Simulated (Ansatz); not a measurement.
# The cluster Pd4: the relaxed shape and its frontier levels

What does the cluster Pd4 look like as a singlet, and where do its frontier electrons sit?

Method: RKS PBE0-D4/def2-TZVP; program: Ansatz 0.2.0, Gaussian basis.

The runs, in order: relaxation at r2SCAN-D4/def2-SVP; a search for the lowest solution at PBE0-D4/def2-SVP; a single point at PBE0-D4/def2-TZVP; harmonic vibrations at r2SCAN-D4/def2-SVP.

4 further runs of the same task are left out: 1 that didn't finish, 3 set aside as unsound or not needed. Runs told in other sessions of the task aren't counted.

**1. The system as given**

4 atoms, charge 0, spin multiplicity 1.

Atoms are counted from 1 here; the program's logs count them from 0.

Bond lengths: Pd1–Pd2 2.535 Å, Pd1–Pd3 2.534 Å, Pd1–Pd4 2.526 Å, Pd2–Pd3 2.528 Å, Pd2–Pd4 2.529 Å, Pd3–Pd4 2.532 Å. Angles: Pd2–Pd1–Pd3 59.8°, Pd2–Pd1–Pd4 59.9°, Pd3–Pd1–Pd4 60.1°, Pd1–Pd2–Pd3 60.0°, Pd1–Pd2–Pd4 59.9°, Pd3–Pd2–Pd4 60.1°, Pd1–Pd3–Pd2 60.1°, Pd1–Pd3–Pd4 59.8°, Pd2–Pd3–Pd4 60.0°, Pd1–Pd4–Pd2 60.2°, Pd1–Pd4–Pd3 60.1°, Pd2–Pd4–Pd3 59.9°.

Pd takes a core potential in the def2 sets. No spin-orbit coupling is included.

The start is a GFN1-xTB geometry.

**2. Optimising with r2SCAN-D4/def2-SVP**

in.yaml reads:

```yaml
crystal:
  periodic: [false, false, false]
  atoms:
    - {symbol: Pd, position_ang: [-0.915400, 0.771850, 0.985830]}
    - {symbol: Pd, position_ang: [0.387600, 0.922100, -1.183740]}
    - {symbol: Pd, position_ang: [-0.753140, -1.241340, -0.543760]}
    - {symbol: Pd, position_ang: [1.280940, -0.452610, 0.741670]}
basis:
  gaussian: {orbitals: def2-SVP}
hamiltonian: {xc: r2scan, dispersion: d4}
scf: {lower_state_search: "off"}
output: {orbitals: {seedname: orbitals}}
relax: {f_tol: 0.02, max_steps: 100}
```

Started as:

```sh
$ ansatz run in.yaml --threads 4 --pin off --events-out ev --progress --plain --max-ram 3916MiB
```

After this run come: Searching for the lowest solution, PBE0-D4/def2-SVP; Single point, PBE0-D4/def2-TZVP; Harmonic vibrations.

Before running them: what should the planned runs give, taken together? Wanted: point group; commonest bond; HOMO, LUMO at PBE0-D4/def2-TZVP; dipole at r2SCAN-D4/def2-SVP; lowest, highest wavenumber.

**Answer**, as computed:

| quantity | value |
| --- | --- |
| point group | D2d |
| commonest bond | Pd–Pd, 6 of mean length 2.587 Å |
| HOMO, LUMO at PBE0-D4/def2-TZVP | -5.21, -3.57 eV |
| dipole at r2SCAN-D4/def2-SVP | 0.00 D |
| lowest, highest wavenumber | 79, 253 cm⁻¹ |

What this shows: The molecule keeps its bonding pattern by the stored test; the atoms moved 0.12 Å (rms). All wavenumbers are real: a minimum at this level. Whether this spin is the lowest isn't tested here.
